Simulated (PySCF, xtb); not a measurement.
dichloromethane (CH₂Cl₂), SMILES C(Cl)Cl.

Harmonic wavenumbers (cm⁻¹) from GFN2-xTB in xtb 6.7.1 at its own minimum, in rising order: 255, 662, 685, 866, 1100, 1177, 1371, 2975, 2986.

**Question.** What does PBE-D3(BJ)/def2-TZVP (PySCF 2.14.0) give at its own minimum? (The exact figures need the calculation; the answer reports its results.)

**Answer.** 272, 694, 708, 871, 1128, 1235, 1409, 3040, 3117. Paired by order, the mean absolute difference is 44 cm⁻¹ and the zero-point energies are 17.3 and 17.8 kcal/mol.
